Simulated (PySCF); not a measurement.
The vertical singlet excitations below were computed for one of the candidates. Computed with PySCF, TDDFT PBE0/def2-SVPD, vertical, gas phase, core orbitals frozen in the response. Geometries: GFN2-xTB, one conformer each.

```json
{"state": "S1", "E (eV)": "4.91", "f": "0.0001", "main configurations (H = HOMO, L = LUMO)": "H→L (98%)"}
{"state": "S2", "E (eV)": "6.16", "f": "0.0082", "main configurations (H = HOMO, L = LUMO)": "H→L+1 (76%), H→L+2 (22%)"}
{"state": "S3", "E (eV)": "6.27", "f": "0.051", "main configurations (H = HOMO, L = LUMO)": "H→L+2 (73%), H→L+1 (21%)"}
{"state": "S4", "E (eV)": "6.69", "f": "0.038", "main configurations (H = HOMO, L = LUMO)": "H→L+3 (91%)"}
{"state": "S5", "E (eV)": "6.99", "f": "0.0023", "main configurations (H = HOMO, L = LUMO)": "H→L+4 (87%)"}
{"state": "S6", "E (eV)": "7.61", "f": "0.023", "main configurations (H = HOMO, L = LUMO)": "H-1→L (69%), H→L+5 (20%)"}
{"state": "S7", "E (eV)": "7.77", "f": "0.059", "main configurations (H = HOMO, L = LUMO)": "H→L+5 (74%), H-1→L (15%)"}
{"state": "S8", "E (eV)": "7.96", "f": "0.025", "main configurations (H = HOMO, L = LUMO)": "H→L+6 (62%), H-2→L (26%)"}
```

Triplets computed (Tamm–Dancoff): 4.45, 5.52, 6.09 eV.

Orbital energies (eV): HOMO-3 -10.53, HOMO-2 -9.05, HOMO-1 -8.66, HOMO -6.51, LUMO 0.15, LUMO+1 0.79, LUMO+2 1.07.

Question: Which structure fits?
A. 1,1,2-trifluoroethane (`FCC(F)F`)
B. 1,1,1-trifluoroethane (`CC(F)(F)F`)
C. methylthiirane (`C[C@H]1CS1`)

Answer: C. Its S1, at 4.91 eV, is the lowest among the candidates; the nearest of the others has S1 at 9.17 eV. S1 is HOMO→LUMO (98%). Löwdin shares by element: HOMO sulfur 75%, carbon 17% or more; LUMO sulfur 56%, carbon 31% or more. At the same level the other candidates give, for their lowest levels:
- `CC(F)(F)F`: 10.56 eV (f 0.066); 11.12 eV (f 0.064 summed over 2 states); 11.25 eV (f 0.000); 11.85 eV (f 0.000); 12.10 eV (f 0.009 summed over 2 states) [of 8 roots; the last level is left out, as the window may have cut its degenerate partner]; T1 10.34 eV; HOMO -11.11, LUMO 0.69 eV
- `FCC(F)F`: 9.17 eV (f 0.014); 9.56 eV (f 0.005); 9.62 eV (f 0.006); 10.06 eV (f 0.051); 10.13 eV (f 0.018); T1 8.68 eV; HOMO -9.90, LUMO 0.86 eV
